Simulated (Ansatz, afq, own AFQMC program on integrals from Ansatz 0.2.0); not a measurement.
Integrals from Ansatz 0.2.0, then the random walk in our own AFQMC program (afq).

```yaml
crystal:
  periodic: [false, false, false]
  atoms:
    - {symbol: Ge, position_ang: [0.000000, 0.018845, 0.371524]}
    - {symbol: N, position_ang: [0.000000, -0.156298, -1.944865]}
    - {symbol: H, position_ang: [0.000000, 1.468665, 0.896884]}
    - {symbol: H, position_ang: [1.257753, -0.717120, 0.858948]}
    - {symbol: H, position_ang: [-1.257753, -0.717120, 0.858948]}
    - {symbol: H, position_ang: [0.000000, 0.779468, -2.363119]}
basis:
  gaussian: {orbitals: 6-31G}
magnetization: {spin_polarized: true, initial_magnetization: 1}
correlation: {method: ccsd_t, electrons: outside_noble_gas, hamiltonian_folder: ham}
```

```sh
$ ansatz run in.yaml --threads 1 --pin off --events-out ev --progress --plain --max-ram 1382MiB
```

afq runs on the folder ham with

```
--method free --trial cisd --walkers 60 --time-step 0.03 --max-blocks 80 --target-error 0.00043 --factor-cut 1e-05 --seed 3213 --times 0,0.21,0.42,0.81,1.2,1.8,2.4,3 --taylor-order 8
```

Times are imaginary, in 1/Eh. The walk had a cap of 873 s. Filled inner d shells are frozen with the cores.

```
orbitals 31  electrons 7 6  factors 251 of 510
reference energy -2131.67652870 Eh
CCSD correlation -0.17670863 Eh in 14 cycles, weight of the determinant in the CISD state 0.8381
repeat  energy at the last time / Eh  error
    10  -2131.857642  0.001262
    20  -2131.858047  0.000763
    30  -2131.857309  0.000640
    40  -2131.857586  0.000599
    50  -2131.857893  0.000535
    60  -2131.858019  0.000467
    70  -2131.858287  0.000439
    80  -2131.858373  0.000411
time / (1/Eh)  energy / Eh  error  mean overlap
  0.00  -2131.853286  0.000215  1.1938
  0.21  -2131.855158  0.000226  1.1916
  0.42  -2131.856100  0.000243  1.1893
  0.81  -2131.857333  0.000278  1.1835
  1.20  -2131.857100  0.000296  1.2077
  1.80  -2131.858163  0.000316  1.2060
  2.40  -2131.858010  0.000340  1.2200
  3.00  -2131.858373  0.000411  1.2247
energy -2131.858373 +/- 0.000411 Eh
```

(1) Estimate how long the walk took on 1 thread of Arm Neoverse V2 (shared host).

The run passed its tests (error under three times the target), which doesn't prove that it has relaxed.

Against this walk (error 11.2 meV) on the same determinant: CCSD(T) 42.0 meV higher. The error is statistical, and a free projection of finite length keeps a remainder of its start. The determinant has ⟨S²⟩ = 1.01, so the low cluster orders mix in higher spin, and so can this walk. None of these is a sure reference here.

Cautions: remainder of the start not in the error; start is not spin pure; no relativity below Rb; no spin-orbit coupling; inner d shell frozen; higher spins were not checked; raised T1 diagnostic (T1 0.046, weight of the determinant 0.84, largest double 0.09); unrestricted determinant spin contaminated (⟨S²⟩ 1.01 against 0.75).

Results:

(1) 3 min of wall time.

A walk keeps the symmetry of its determinant, which the program's search chose and which needn't be the lowest solution, so a lower state of the same spin and another symmetry isn't excluded.
